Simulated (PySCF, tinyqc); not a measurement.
Harmonic frequencies on the RHF/sto-6g surface (energies and gradients from PySCF), for BH, spin multiplicity 1, step by step. The lowest restricted solution is unstable here: a spin-polarised one lies 0.0128 hartree lower (PySCF). One step of it, computed by the program tinyqc.

Question. Normal modes. Diagonalise H_ij / sqrt(m_i m_j); the 5 smallest eigenvalues belong to translations and rotations; wavenumber = sqrt(eigenvalue / 1822.888) x 219474.63; each mode has its largest component positive (the first on a tie); zero-point energy = sum of wavenumbers / 2, with 349.755 1/cm per kcal/mol.

Hessian (symmetrised) (hartree/bohr^2), order 1Bx, 1By, 1Bz, 2Hx, 2Hy, 2Hz:
```
[[0.00000034, 0.00000000, 0.00000000, -0.00000034, 0.00000000, 0.00000000],
 [0.00000000, 0.00000034, 0.00000000, 0.00000000, -0.00000034, 0.00000000],
 [0.00000000, 0.00000000, 0.30369953, 0.00000000, 0.00000000, -0.30369953],
 [-0.00000034, 0.00000000, 0.00000000, 0.00000034, 0.00000000, 0.00000000],
 [0.00000000, -0.00000034, 0.00000000, 0.00000000, 0.00000034, 0.00000000],
 [0.00000000, 0.00000000, -0.30369953, 0.00000000, 0.00000000, 0.30369953]]
```

masses (u): [11.009305, 1.007825]

Give: eigenvalues of the mass-weighted Hessian; harmonic wavenumbers of the vibrations; mass-weighted modes; zero-point energy.

Answer.

eigenvalues of the mass-weighted Hessian (hartree/(bohr^2 u)): [0.000, 0.000, 0.000, 0.000, 0.000, 0.329]

harmonic wavenumbers of the vibrations (1/cm): [2948.2]

mass-weighted modes, order 1Bx, 1By, 1Bz, 2Hx, 2Hy, 2Hz:
```
[[0.000],
 [0.000],
 [-0.290],
 [0.000],
 [0.000],
 [0.957]]
```

zero-point energy = 4.215 kcal/mol
